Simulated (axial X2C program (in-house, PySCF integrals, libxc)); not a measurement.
## PF along the bond: HF, non-relativistic

Calculated with an axial X2C code built on PySCF integrals. The Hamiltonian is the X2C one with the speed of light multiplied by 100, which is the non-relativistic limit. Basis: P dyall-v3z [8s7p2d1f], F dyall-v3z [6s5p2d1f] (cores contracted in-house); Gaussian nuclei, density fitting, unrestricted open shells. Masses: P 30.974 u, F 18.998 u.

State: M_S = 1, Λ = 0 (beyond evenly filled blocks: π+α, π-α). Dipoles are positive if F is the positive end.

```json
{"R (Å)": "1.400", "μ (D)": "0.268", "HOMO (eV)": "-9.53", "LUMO (eV)": "1.82", "⟨S²⟩": "2.032"}
{"R (Å)": "1.464", "μ (D)": "-0.183", "HOMO (eV)": "-9.81", "LUMO (eV)": "1.65", "⟨S²⟩": "2.033"}
{"R (Å)": "1.512", "μ (D)": "-0.521", "HOMO (eV)": "-10.01", "LUMO (eV)": "1.52", "⟨S²⟩": "2.034"}
{"R (Å)": "1.561", "μ (D)": "-0.859", "HOMO (eV)": "-10.21", "LUMO (eV)": "1.39", "⟨S²⟩": "2.034"}
{"R (Å)": "1.609", "μ (D)": "-1.195", "HOMO (eV)": "-10.39", "LUMO (eV)": "1.26", "⟨S²⟩": "2.034"}
{"R (Å)": "1.665", "μ (D)": "-1.586", "HOMO (eV)": "-10.60", "LUMO (eV)": "1.11", "⟨S²⟩": "2.034"}
{"R (Å)": "1.722", "μ (D)": "-1.973", "HOMO (eV)": "-10.81", "LUMO (eV)": "0.97", "⟨S²⟩": "2.033"}
{"R (Å)": "1.794", "μ (D)": "-2.465", "HOMO (eV)": "-11.05", "LUMO (eV)": "0.80", "⟨S²⟩": "2.032"}
{"R (Å)": "1.883", "μ (D)": "-3.057", "HOMO (eV)": "-11.33", "LUMO (eV)": "0.59", "⟨S²⟩": "2.030"}
{"R (Å)": "2.011", "μ (D)": "-3.895", "HOMO (eV)": "-11.71", "LUMO (eV)": "0.31", "⟨S²⟩": "2.027"}
```

**Question.** The minimum lies at 1.579 Å. What is the dipole moment there, and its slope?

**Answer.** At HF, non-rel., with the sign and origin stated: μ = -0.99 D, dμ/dR = -6.98 D/Å.

One determinant describes the state; a PBE0 search over occupations chose it and may have missed a lower one.
